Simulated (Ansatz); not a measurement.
Calculation: frozen-core CCSD(T)/cc-pVTZ // PBE0-D3(BJ)/def2-SVP (Ansatz, a program for electronic structure).

Ansatz 0.2 input:
```yaml
crystal:
  periodic: [false, false, false]
  atoms:
    - { symbol: Cl, position_ang: [2.052101, -0.313528, 0.091581] }
    - { symbol: Al, position_ang: [-0.000049, 0.000008, -0.000003] }
    - { symbol: Cl, position_ang: [-0.754714, 1.935793, -0.034692] }
    - { symbol: Cl, position_ang: [-1.297337, -1.622274, -0.056888] }
basis:
  gaussian: { orbitals: cc-pVTZ }
correlation:
  method: ccsd_t
```

Output:

```
Functional definition: HF
823 factors; integrals over basis functions are off by at most 1.5e-3 eV
mean field evaluation 1: about -44100.5264 eV, gradient 1.9e1 eV
mean field evaluation 2: about -44100.7606 eV, gradient 2.0e1 eV
mean field evaluation 4: about -44101.9882 eV, gradient 1.4e0 eV
mean field evaluation 8: about -44102.0183 eV, gradient 2.4e-5 eV
mean field evaluation 16: about -44100.5261 eV, gradient 1.9e1 eV
mean field -44102.01828466 eV, -1620.7192785397 hartree, gradient 7.7e-7 eV, S^2 0.000000; 0 other end points of the search recorded, 0 dependent functions left out
20 core orbitals not correlated
reference -44102.01828466 eV, -1620.7192785397 hartree; 12, 12 occupied and 104, 104 virtual orbitals, 823 factors
second order -16.98019153 eV of doubles, -0.00000000 eV of singles
cycle   1  -17.88575896 eV  change   -9.1e-1 eV  update   7.1e-2
cycle   2  -18.20886513 eV  change   -3.2e-1 eV  update   1.9e-2
cycle   3  -18.26070929 eV  change   -5.2e-2 eV  update   9.0e-3
cycle   4  -18.25416434 eV  change    6.5e-3 eV  update   2.2e-3
cycle   5  -18.25338649 eV  change    7.8e-4 eV  update   6.9e-4
cycle   6  -18.25331020 eV  change    7.6e-5 eV  update   1.9e-4
cycle   7  -18.25327571 eV  change    3.4e-5 eV  update   5.6e-5
cycle   8  -18.25329440 eV  change   -1.9e-5 eV  update   1.5e-5
perturbative correction -0.75675728 eV, -0.0278103170 hartree
Total energy: -44121.02833634 eV, -1621.4178850535 hartree
```

Cost: around 12 core-seconds (rough).
